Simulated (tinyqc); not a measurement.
UKS/B3LYP (VWN-RPA form) in the sto-6g basis, for LiH, spin multiplicity 3, step by step (part 1 of 2). Computed by tinyqc, a small Python program that keeps every step (integrals from PySCF). Settings: charge = 0, multiplicity = 3, basis = sto-6g, energy threshold = 1e-08, iteration cap = 65, orthogonalisation = symmetric, start = Wolfsberg-Helmholz matrix, DIIS depth = 3, method = UKS, functional = b3lyp, grid = [20, 50]. Command: `OMP_NUM_THREADS=1 python tinyqc.py 21595 21596 out.jsonl` (the two numbers bound the seeds that draw the settings). One thread of a shared host (Intel(R) Xeon(R) Processor @ 2.60GHz), about 2 s of CPU time with the checks. Later iterations appear only in the table of the cycle.

## One-electron integrals

Geometry (angstrom):

| atom | x | y | z |
|---|---|---|---|
| Li | 0.0000 | 0.0000 | 0.0000 |
| H | 0.0000 | 0.0000 | 2.5440 |

Basis sto-6g: exponents (1/bohr^2) and contraction coefficients of normalised primitives:

| element | l (shell) | exponent | coefficient |
|---|---|---|---|
| Li | s (1) | 167.1758 | 0.0092 |
| Li | s (1) | 30.6515 | 0.0494 |
| Li | s (1) | 8.5752 | 0.1685 |
| Li | s (1) | 2.9458 | 0.3706 |
| Li | s (1) | 1.1439 | 0.4165 |
| Li | s (1) | 0.4711 | 0.1303 |
| Li | s (2) | 6.5976 | -0.0133 |
| Li | s (2) | 1.3058 | -0.0470 |
| Li | s (2) | 0.4059 | -0.0338 |
| Li | s (2) | 0.1561 | 0.2502 |
| Li | s (2) | 0.0678 | 0.5951 |
| Li | s (2) | 0.0311 | 0.2407 |
| Li | p (3) | 6.5976 | 0.0038 |
| Li | p (3) | 1.3058 | 0.0377 |
| Li | p (3) | 0.4059 | 0.1739 |
| Li | p (3) | 0.1561 | 0.4180 |
| Li | p (3) | 0.0678 | 0.4259 |
| Li | p (3) | 0.0311 | 0.1017 |
| H | s (1) | 35.5232 | 0.0092 |
| H | s (1) | 6.5131 | 0.0494 |
| H | s (1) | 1.8221 | 0.1685 |
| H | s (1) | 0.6260 | 0.3706 |
| H | s (1) | 0.2431 | 0.4165 |
| H | s (1) | 0.1001 | 0.1303 |

Overlap, kinetic and nuclear-attraction integrals over the contracted functions; the nuclear repulsion is the sum of Za Zb / Rab.

nuclear repulsion = 0.624030 hartree

overlap S, lower triangle:
```
         1Li 1s  1Li 2s  1Li 2px  1Li 2py  1Li 2pz   2H 1s
1Li 1s   1.0000
1Li 2s   0.2357  1.0000
1Li 2px  0.0000  0.0000   1.0000
1Li 2py  0.0000  0.0000   0.0000   1.0000
1Li 2pz  0.0000  0.0000   0.0000   0.0000   1.0000
2H 1s    0.0085  0.1926   0.0000   0.0000   0.2867  1.0000
```

kinetic energy T (hartree), lower triangle:
```
          1Li 1s  1Li 2s  1Li 2px  1Li 2py  1Li 2pz   2H 1s
1Li 1s    3.6167
1Li 2s   -0.1107  0.1065
1Li 2px   0.0000  0.0000   0.3200
1Li 2py   0.0000  0.0000   0.0000   0.3200
1Li 2pz   0.0000  0.0000   0.0000   0.0000   0.3200
2H 1s    -0.0039  0.0034   0.0000   0.0000   0.0240  0.7685
```

nuclear attraction V (hartree), lower triangle:
```
          1Li 1s   1Li 2s  1Li 2px  1Li 2py  1Li 2pz    2H 1s
1Li 1s   -8.2752
1Li 2s   -0.8774  -1.4042
1Li 2px   0.0000   0.0000  -1.3874
1Li 2py   0.0000   0.0000   0.0000  -1.3874
1Li 2pz  -0.0067  -0.0711   0.0000   0.0000  -1.4377
2H 1s    -0.0321  -0.2755   0.0000   0.0000  -0.4142  -1.8636
```

core Hamiltonian H = T + V (hartree), lower triangle:
```
          1Li 1s   1Li 2s  1Li 2px  1Li 2py  1Li 2pz    2H 1s
1Li 1s   -4.6584
1Li 2s   -0.9881  -1.2977
1Li 2px   0.0000   0.0000  -1.0674
1Li 2py   0.0000   0.0000   0.0000  -1.0674
1Li 2pz  -0.0067  -0.0711   0.0000   0.0000  -1.1177
2H 1s    -0.0360  -0.2721   0.0000   0.0000  -0.3902  -1.0950
```

## Two-electron integrals

Functions are numbered as in S; the eight-fold symmetry (ij|kl) = (ji|kl) = (kl|ij) leaves the list below.

Two-electron integrals (ij|kl) in chemists' order, unique and non-zero (hartree):
```
(11|11) 1.6812     (21|11) 0.2426     (21|21) 0.0445     (22|11) 0.3972
(22|21) 0.0903     (22|22) 0.2906     (31|31) 0.0094     (32|31) 0.0143
(32|32) 0.0642     (33|11) 0.3972     (33|21) 0.0903     (33|22) 0.2906
(33|33) 0.3131     (41|41) 0.0094     (42|41) 0.0143     (42|42) 0.0642
(43|43) 0.0169     (44|11) 0.3972     (44|21) 0.0903     (44|22) 0.2906
(44|33) 0.2794     (44|44) 0.3131     (51|51) 0.0094     (52|51) 0.0143
(52|52) 0.0642     (53|53) 0.0169     (54|54) 0.0169     (55|11) 0.3972
(55|21) 0.0903     (55|22) 0.2906     (55|33) 0.2794     (55|44) 0.2794
(55|55) 0.3131     (61|11) 0.0084     (61|21) 0.0015     (61|22) 0.0032
(61|33) 0.0031     (61|44) 0.0031     (61|51) 2.04e-04   (61|52) 4.41e-04
(61|55) 0.0033     (61|61) 5.77e-05   (62|11) 0.0510     (62|21) 0.0119
(62|22) 0.0452     (62|33) 0.0426     (62|44) 0.0426     (62|51) 0.0018
(62|52) 0.0141     (62|55) 0.0505     (62|61) 0.0005     (62|62) 0.0162
(63|31) 0.0006     (63|32) 0.0035     (63|53) 0.0016     (63|63) 0.0007
(64|41) 0.0006     (64|42) 0.0035     (64|54) 0.0016     (64|64) 0.0007
(65|11) 0.0723     (65|21) 0.0170     (65|22) 0.0659     (65|33) 0.0615
(65|44) 0.0615     (65|51) 0.0028     (65|52) 0.0221     (65|55) 0.0746
(65|61) 0.0007     (65|62) 0.0251     (65|65) 0.0392     (66|11) 0.2080
(66|21) 0.0490     (66|22) 0.2024     (66|33) 0.1872     (66|44) 0.1872
(66|51) 0.0067     (66|52) 0.0682     (66|55) 0.2327     (66|61) 0.0021
(66|62) 0.0995     (66|65) 0.1582     (66|66) 0.7750
```

## Orthogonalisation

S = U s U^T; symmetric (Loewdin) form X = U s^(-1/2) U^T, so that X^T S X = 1.

eigenvalues of S: 0.6254  0.8178  1.0000  1.0000  1.1753  1.3815

X, lower triangle:
```
          1Li 1s   1Li 2s  1Li 2px  1Li 2py  1Li 2pz   2H 1s
1Li 1s    1.0222
1Li 2s   -0.1247   1.0381
1Li 2px   0.0000   0.0000   1.0000
1Li 2py   0.0000   0.0000   0.0000   1.0000
1Li 2pz  -0.0037   0.0235   0.0000   0.0000   1.0338
2H 1s     0.0147  -0.1073   0.0000   0.0000  -0.1553  1.0495
```

## Starting guess

The start is the generalised Wolfsberg-Helmholz matrix (K = 1.75) built on H; D(s) = C_occ C_occ^T for each spin.

D(alpha) at the start, lower triangle:
```
          1Li 1s  1Li 2s  1Li 2px  1Li 2py  1Li 2pz   2H 1s
1Li 1s    0.9889
1Li 2s    0.0100  0.0981
1Li 2px   0.0000  0.0000   0.9794
1Li 2py   0.0000  0.0000   0.1420   0.0206
1Li 2pz  -0.0473  0.1649   0.0000   0.0000   0.2812
2H 1s    -0.0601  0.1890   0.0000   0.0000   0.3227  0.3703
```

D(beta) at the start, lower triangle:
```
          1Li 1s   1Li 2s  1Li 2px  1Li 2py  1Li 2pz   2H 1s
1Li 1s    0.9806
1Li 2s    0.0383   0.0015
1Li 2px   0.0000   0.0000   0.0000
1Li 2py   0.0000   0.0000   0.0000   0.0000
1Li 2pz   0.0010   0.0000   0.0000   0.0000   0.0000
2H 1s    -0.0047  -0.0002   0.0000   0.0000   0.0000  0.0000
```

## Iteration 1: exchange-correlation on the grid

Becke grid with 20 radial and 50 angular points per atom, points of zero weight dropped. rho = sum D_ij phi_i phi_j; V_xc,ij = sum w v_xc phi_i phi_j plus the gradient terms; v_xc is d(rho eps)/d rho(s) for spin s at fixed gradient. Exact exchange is left to K.

The 8 grid points with the largest w rho, of 1991 (bohr, atomic units):

| x | y | z | w | rho(alpha) | rho(beta) | eps_xc | v_xc(alpha) |
|---|---|---|---|---|---|---|---|
| 2.5037 | 0.8346 | 0.8346 | 1.4520 | 0.0096 | 1.35e-05 | -0.1744 | -0.2098 |
| -2.5037 | -0.8346 | 0.8346 | 1.4520 | 0.0096 | 1.35e-05 | -0.1744 | -0.2098 |
| -0.3485 | 0.0000 | -0.3485 | 0.0155 | 0.4440 | 0.4319 | -0.6884 | -0.7732 |
| 0.3485 | 0.0000 | -0.3485 | 0.0155 | 0.4440 | 0.4319 | -0.6884 | -0.7732 |
| -0.3485 | -0.3485 | 0.0000 | 0.0155 | 0.4410 | 0.4320 | -0.6878 | -0.7718 |
| 0.3485 | 0.3485 | 0.0000 | 0.0155 | 0.4410 | 0.4320 | -0.6878 | -0.7718 |
| 0.0000 | -0.3485 | -0.3485 | 0.0155 | 0.4385 | 0.4319 | -0.6881 | -0.7704 |
| 0.0000 | 0.3485 | -0.3485 | 0.0155 | 0.4385 | 0.4319 | -0.6881 | -0.7704 |

electrons on the grid, sum of w rho = 4.0005

E_xc = sum of w rho eps_xc = -1.736422 hartree

V_xc(alpha) (hartree), lower triangle:
```
          1Li 1s   1Li 2s  1Li 2px  1Li 2py  1Li 2pz    2H 1s
1Li 1s   -0.8925
1Li 2s   -0.1066  -0.1717
1Li 2px   0.0000   0.0000  -0.1985
1Li 2py   0.0000   0.0000  -0.0081  -0.1437
1Li 2pz  -0.0015  -0.0212   0.0000   0.0000  -0.1729
2H 1s    -0.0039  -0.0433   0.0000   0.0000  -0.0668  -0.3289
```

V_xc(beta) (hartree), lower triangle:
```
          1Li 1s   1Li 2s  1Li 2px  1Li 2py  1Li 2pz    2H 1s
1Li 1s   -0.8873
1Li 2s   -0.1048  -0.1399
1Li 2px   0.0000   0.0000  -0.1422
1Li 2py   0.0000   0.0000  -0.0018  -0.1328
1Li 2pz  -0.0008  -0.0105   0.0000   0.0000  -0.1445
2H 1s    -0.0037  -0.0304   0.0000   0.0000  -0.0461  -0.1941
```

## Iteration 1: building the Kohn-Sham matrix

J_ij = sum D_kl (ij|kl) with D = D(alpha) + D(beta), K_ij = sum D_kl (ik|jl) for each spin; F = H + J - 0.2 K(s) + V_xc; E = tr D H + tr D J / 2 - 0.1 sum_s tr D(s) K(s) + E_xc + E_nn.

Coulomb J (hartree), lower triangle:
```
         1Li 1s  1Li 2s  1Li 2px  1Li 2py  1Li 2pz   2H 1s
1Li 1s   4.0249
1Li 2s   0.6402  1.3264
1Li 2px  0.0000  0.0000   1.3356
1Li 2py  0.0000  0.0000   0.0048   1.3032
1Li 2pz  0.0088  0.0646   0.0000   0.0000   1.3403
2H 1s    0.0226  0.2265   0.0000   0.0000   0.3334  1.1354
```

exchange K(alpha) (hartree), lower triangle:
```
          1Li 1s  1Li 2s  1Li 2px  1Li 2py  1Li 2pz   2H 1s
1Li 1s    1.6836
1Li 2s    0.2721  0.1874
1Li 2px   0.0000  0.0000   0.3303
1Li 2py   0.0000  0.0000   0.0421   0.0462
1Li 2pz  -0.0008  0.1003   0.0000   0.0000   0.1916
2H 1s     0.0110  0.1335   0.0000   0.0000   0.1994  0.4480
```

exchange K(beta) (hartree), lower triangle:
```
         1Li 1s  1Li 2s  1Li 2px  1Li 2py  1Li 2pz   2H 1s
1Li 1s   1.6671
1Li 2s   0.2547  0.0509
1Li 2px  0.0000  0.0000   0.0104
1Li 2py  0.0000  0.0000   0.0000   0.0104
1Li 2pz  0.0001  0.0000   0.0000   0.0000   0.0104
2H 1s    0.0093  0.0019   0.0000   0.0000   0.0003  0.0001
```

F(alpha) (hartree), lower triangle:
```
          1Li 1s   1Li 2s  1Li 2px  1Li 2py  1Li 2pz    2H 1s
1Li 1s   -1.8627
1Li 2s   -0.5090  -0.1805
1Li 2px   0.0000   0.0000   0.0037
1Li 2py   0.0000   0.0000  -0.0117   0.0829
1Li 2pz   0.0007  -0.0478   0.0000   0.0000   0.0115
2H 1s    -0.0195  -0.1156   0.0000   0.0000  -0.1634  -0.3782
```

F(beta) (hartree), lower triangle:
```
          1Li 1s   1Li 2s  1Li 2px  1Li 2py  1Li 2pz    2H 1s
1Li 1s   -1.8542
1Li 2s   -0.5037  -0.1213
1Li 2px   0.0000   0.0000   0.1239
1Li 2py   0.0000   0.0000   0.0030   0.1010
1Li 2pz   0.0012  -0.0170   0.0000   0.0000   0.0760
2H 1s    -0.0191  -0.0764   0.0000   0.0000  -0.1029  -0.1537
```

total energy of this density = -7.796149 hartree

## Iteration 1: diagonalisation and new density

Diagonalise F' = X^T F X, C = X C', fill 3 alpha and 1 beta electrons from the bottom; D(s) = C_occ C_occ^T. Each column has its largest component positive (the first on a tie).

F' = X^T F X (alpha) (hartree), lower triangle:
```
         1        2        3       4        5        6
1  -1.8195
2  -0.2875  -0.0723
3   0.0000   0.0000   0.0037
4   0.0000   0.0000  -0.0117  0.0829
5   0.0011  -0.0220   0.0000  0.0000   0.0540
6   0.0148  -0.0721   0.0000  0.0000  -0.1204  -0.3400
```

orbital energies (alpha) (hartree): MO1 -1.8656, MO2 -0.3901, MO3 -0.0100, MO4 0.0020, MO5 0.0846, MO6 0.0880

coefficients C (alpha):
```
             MO1      MO2      MO3     MO4      MO5      MO6
1Li 1s    0.9895  -0.0443  -0.2819  0.0000   0.0000  -0.0060
1Li 2s    0.0413   0.1206   1.0428  0.0000   0.0000   0.0399
1Li 2px   0.0000   0.0000   0.0000  0.9897  -0.1430   0.0000
1Li 2py   0.0000   0.0000   0.0000  0.1430   0.9897   0.0000
1Li 2pz   0.0016   0.1332   0.0079  0.0000   0.0000   1.0371
2H 1s    -0.0047   0.9248  -0.3105  0.0000   0.0000  -0.4308
```

F' = X^T F X (beta) (hartree), lower triangle:
```
         1        2       3       4        5        6
1  -1.8111
2  -0.2900  -0.0147
3   0.0000   0.0000  0.1239
4   0.0000   0.0000  0.0030  0.1010
5  -0.0016   0.0044  0.0000  0.0000   0.1103
6   0.0141  -0.0635  0.0000  0.0000  -0.1023  -0.1181
```

orbital energies (beta) (hartree): MO1 -1.8568, MO2 -0.1744, MO3 0.0415, MO4 0.1006, MO5 0.1243, MO6 0.1561

coefficients C (beta):
```
             MO1      MO2      MO3      MO4     MO5      MO6
1Li 1s    0.9903  -0.0646  -0.2644   0.0000  0.0000  -0.0763
1Li 2s    0.0384   0.2020   0.9841   0.0000  0.0000   0.3073
1Li 2px   0.0000   0.0000   0.0000  -0.1278  0.9918   0.0000
1Li 2py   0.0000   0.0000   0.0000   0.9918  0.1278   0.0000
1Li 2pz   0.0007   0.1979  -0.2821   0.0000  0.0000   0.9873
2H 1s    -0.0046   0.8698  -0.2332   0.0000  0.0000  -0.5712
```

D(alpha) after iteration 1, lower triangle:
```
          1Li 1s   1Li 2s  1Li 2px  1Li 2py  1Li 2pz   2H 1s
1Li 1s    1.0605
1Li 2s   -0.2584   1.1036
1Li 2px   0.0000   0.0000   0.0000
1Li 2py   0.0000   0.0000   0.0000   0.0000
1Li 2pz  -0.0066   0.0244   0.0000   0.0000   0.0178
2H 1s     0.0419  -0.2124   0.0000   0.0000   0.1207  0.9517
```

D(beta) after iteration 1, lower triangle:
```
          1Li 1s   1Li 2s  1Li 2px  1Li 2py  1Li 2pz   2H 1s
1Li 1s    0.9807
1Li 2s    0.0380   0.0015
1Li 2px   0.0000   0.0000   0.0000
1Li 2py   0.0000   0.0000   0.0000   0.0000
1Li 2pz   0.0007   0.0000   0.0000   0.0000   0.0000
2H 1s    -0.0045  -0.0002   0.0000   0.0000   0.0000  0.0000
```

## Iteration 2: exchange-correlation on the grid

As before.

The 8 grid points with the largest w rho, of 1991 (bohr, atomic units):

| x | y | z | w | rho(alpha) | rho(beta) | eps_xc | v_xc(alpha) |
|---|---|---|---|---|---|---|---|
| 0.0000 | 0.3485 | -0.3485 | 0.0155 | 0.4475 | 0.4320 | -0.6918 | -0.7744 |
| 0.3485 | 0.0000 | -0.3485 | 0.0155 | 0.4475 | 0.4320 | -0.6918 | -0.7744 |
| -0.3485 | 0.0000 | -0.3485 | 0.0155 | 0.4475 | 0.4320 | -0.6918 | -0.7744 |
| 0.0000 | -0.3485 | -0.3485 | 0.0155 | 0.4475 | 0.4320 | -0.6918 | -0.7744 |
| 0.3485 | 0.3485 | 0.0000 | 0.0155 | 0.4470 | 0.4320 | -0.6917 | -0.7742 |
| -0.3485 | 0.3485 | 0.0000 | 0.0155 | 0.4470 | 0.4320 | -0.6917 | -0.7742 |
| 0.3485 | -0.3485 | 0.0000 | 0.0155 | 0.4470 | 0.4320 | -0.6917 | -0.7742 |
| -0.3485 | -0.3485 | 0.0000 | 0.0155 | 0.4470 | 0.4320 | -0.6917 | -0.7742 |

electrons on the grid, sum of w rho = 4.0009

E_xc = sum of w rho eps_xc = -1.829909 hartree

V_xc(alpha) (hartree), lower triangle:
```
          1Li 1s   1Li 2s  1Li 2px  1Li 2py  1Li 2pz    2H 1s
1Li 1s   -0.8965
1Li 2s   -0.1047  -0.1685
1Li 2px   0.0000   0.0000  -0.1656
1Li 2py   0.0000   0.0000   0.0000  -0.1656
1Li 2pz  -0.0001  -0.0062   0.0000   0.0000  -0.1743
2H 1s    -0.0037  -0.0456   0.0000   0.0000  -0.0713  -0.3921
```

V_xc(beta) (hartree), lower triangle:
```
          1Li 1s   1Li 2s  1Li 2px  1Li 2py  1Li 2pz    2H 1s
1Li 1s   -0.8865
1Li 2s   -0.1039  -0.1373
1Li 2px   0.0000   0.0000  -0.1352
1Li 2py   0.0000   0.0000   0.0000  -0.1352
1Li 2pz  -0.0002  -0.0052   0.0000   0.0000  -0.1414
2H 1s    -0.0037  -0.0248   0.0000   0.0000  -0.0369  -0.1578
```

## Iteration 2: building the Kohn-Sham matrix

As before.

Coulomb J (hartree), lower triangle:
```
         1Li 1s  1Li 2s  1Li 2px  1Li 2py  1Li 2pz   2H 1s
1Li 1s   3.9653
1Li 2s   0.6228  1.2869
1Li 2px  0.0000  0.0000   1.2723
1Li 2py  0.0000  0.0000   0.0000   1.2723
1Li 2pz  0.0069  0.0672   0.0000   0.0000   1.3160
2H 1s    0.0220  0.2443   0.0000   0.0000   0.3647  1.3677
```

exchange K(alpha) (hartree), lower triangle:
```
         1Li 1s  1Li 2s  1Li 2px  1Li 2py  1Li 2pz   2H 1s
1Li 1s   1.7071
1Li 2s   0.2428  0.3230
1Li 2px  0.0000  0.0000   0.0734
1Li 2py  0.0000  0.0000   0.0000   0.0734
1Li 2pz  0.0007  0.0245   0.0000   0.0000   0.1253
2H 1s    0.0096  0.1115   0.0000   0.0000   0.1821  0.7533
```

exchange K(beta) (hartree), lower triangle:
```
         1Li 1s  1Li 2s  1Li 2px  1Li 2py  1Li 2pz   2H 1s
1Li 1s   1.6673
1Li 2s   0.2546  0.0508
1Li 2px  0.0000  0.0000   0.0104
1Li 2py  0.0000  0.0000   0.0000   0.0104
1Li 2pz  0.0000  0.0000   0.0000   0.0000   0.0104
2H 1s    0.0093  0.0019   0.0000   0.0000   0.0003  0.0001
```

F(alpha) (hartree), lower triangle:
```
          1Li 1s   1Li 2s  1Li 2px  1Li 2py  1Li 2pz    2H 1s
1Li 1s   -1.9310
1Li 2s   -0.5186  -0.2439
1Li 2px   0.0000   0.0000   0.0247
1Li 2py   0.0000   0.0000   0.0000   0.0247
1Li 2pz  -0.0001  -0.0150   0.0000   0.0000  -0.0011
2H 1s    -0.0197  -0.0957   0.0000   0.0000  -0.1332  -0.2701
```

F(beta) (hartree), lower triangle:
```
          1Li 1s   1Li 2s  1Li 2px  1Li 2py  1Li 2pz   2H 1s
1Li 1s   -1.9130
1Li 2s   -0.5202  -0.1582
1Li 2px   0.0000   0.0000   0.0677
1Li 2py   0.0000   0.0000   0.0000   0.0677
1Li 2pz   0.0000  -0.0091   0.0000   0.0000   0.0548
2H 1s    -0.0196  -0.0529   0.0000   0.0000  -0.0625  0.1148
```

total energy of this density = -7.923627 hartree

## Iteration 2: DIIS over 2 matrices

error matrix X^T (FDS - SDF) X (alpha):
```
         1        2       3       4        5        6
1   0.0000   0.0000  0.0000  0.0000   0.0036  -0.0010
2   0.0000   0.0000  0.0000  0.0000  -0.0237   0.0068
3   0.0000   0.0000  0.0000  0.0000   0.0000   0.0000
4   0.0000   0.0000  0.0000  0.0000   0.0000   0.0000
5  -0.0036   0.0237  0.0000  0.0000   0.0000  -0.0194
6   0.0010  -0.0068  0.0000  0.0000   0.0194   0.0000
```

B (overlaps of the stored error matrices):
```
                1               2
1   6.5327130e-02  -4.3206257e-03
2  -4.3206257e-03   2.0078923e-03
```

Minimise |sum c_i e_i|^2 with sum c_i = 1: solve [B -1; -1 0][c; lambda] = [0; -1] with B_ij = tr e_i^T e_j summed over both spins, and take F = sum c_i F_i.

DIIS coefficients: 0.0833  0.9167

extrapolated F(alpha) (hartree), lower triangle:
```
          1Li 1s   1Li 2s  1Li 2px  1Li 2py  1Li 2pz    2H 1s
1Li 1s   -1.9253
1Li 2s   -0.5178  -0.2386
1Li 2px   0.0000   0.0000   0.0229
1Li 2py   0.0000   0.0000  -0.0010   0.0295
1Li 2pz   0.0000  -0.0177   0.0000   0.0000  -0.0001
2H 1s    -0.0197  -0.0973   0.0000   0.0000  -0.1358  -0.2791
```

extrapolated F(beta) (hartree), lower triangle:
```
          1Li 1s   1Li 2s  1Li 2px  1Li 2py  1Li 2pz   2H 1s
1Li 1s   -1.9081
1Li 2s   -0.5188  -0.1552
1Li 2px   0.0000   0.0000   0.0724
1Li 2py   0.0000   0.0000   0.0002   0.0705
1Li 2pz   0.0001  -0.0097   0.0000   0.0000   0.0566
2H 1s    -0.0196  -0.0548   0.0000   0.0000  -0.0658  0.0924
```

## Iteration 2: diagonalisation and new density

As before.

F' = X^T F X (alpha) (hartree), lower triangle:
```
         1        2        3       4        5        6
1  -1.8836
2  -0.2812  -0.1353
3   0.0000   0.0000   0.0229
4   0.0000   0.0000  -0.0010  0.0295
5  -0.0028   0.0042   0.0000  0.0000   0.0365
6   0.0135  -0.0605   0.0000  0.0000  -0.1066  -0.2440
```

orbital energies (alpha) (hartree): MO1 -1.9277, MO2 -0.2960, MO3 -0.0787, MO4 0.0228, MO5 0.0297, MO6 0.0761

coefficients C (alpha):
```
             MO1      MO2      MO3     MO4      MO5      MO6
1Li 1s    0.9905  -0.0620  -0.2702  0.0000   0.0000  -0.0524
1Li 2s    0.0379   0.1913   1.0103  0.0000   0.0000   0.2155
1Li 2px   0.0000   0.0000   0.0000  0.9897  -0.1430   0.0000
1Li 2py   0.0000   0.0000   0.0000  0.1430   0.9897   0.0000
1Li 2pz   0.0014   0.1643  -0.1828  0.0000   0.0000   1.0164
2H 1s    -0.0046   0.8888  -0.2853  0.0000   0.0000  -0.5157
```

F' = X^T F X (beta) (hartree), lower triangle:
```
         1        2       3       4        5       6
1  -1.8641
2  -0.2948  -0.0499
3   0.0000   0.0000  0.0724
4   0.0000   0.0000  0.0002  0.0705
5  -0.0032   0.0074  0.0000  0.0000   0.0837
6   0.0150  -0.0636  0.0000  0.0000  -0.0981  0.1355
```

orbital energies (beta) (hartree): MO1 -1.9108, MO2 -0.0396, MO3 0.0302, MO4 0.0704, MO5 0.0724, MO6 0.2253

coefficients C (beta):
```
             MO1      MO2      MO3      MO4     MO5      MO6
1Li 1s    0.9900  -0.2208   0.1561   0.0000  0.0000   0.0853
1Li 2s    0.0394   0.7958  -0.5876   0.0000  0.0000  -0.3537
1Li 2px   0.0000   0.0000   0.0000  -0.1278  0.9918   0.0000
1Li 2py   0.0000   0.0000   0.0000   0.9918  0.1278   0.0000
1Li 2pz   0.0013   0.2927   0.7110   0.0000  0.0000  -0.7087
2H 1s    -0.0048   0.3734   0.3282   0.0000  0.0000   0.9435
```

D(alpha) after iteration 2, lower triangle:
```
          1Li 1s   1Li 2s  1Li 2px  1Li 2py  1Li 2pz   2H 1s
1Li 1s    1.0578
1Li 2s   -0.2473   1.0588
1Li 2px   0.0000   0.0000   0.0000
1Li 2py   0.0000   0.0000   0.0000   0.0000
1Li 2pz   0.0405  -0.1532   0.0000   0.0000   0.0604
2H 1s     0.0174  -0.1184   0.0000   0.0000   0.1982  0.8713
```

D(beta) after iteration 2, lower triangle:
```
          1Li 1s   1Li 2s  1Li 2px  1Li 2py  1Li 2pz   2H 1s
1Li 1s    0.9802
1Li 2s    0.0390   0.0016
1Li 2px   0.0000   0.0000   0.0000
1Li 2py   0.0000   0.0000   0.0000   0.0000
1Li 2pz   0.0013   0.0001   0.0000   0.0000   0.0000
2H 1s    -0.0048  -0.0002   0.0000   0.0000   0.0000  0.0000
```
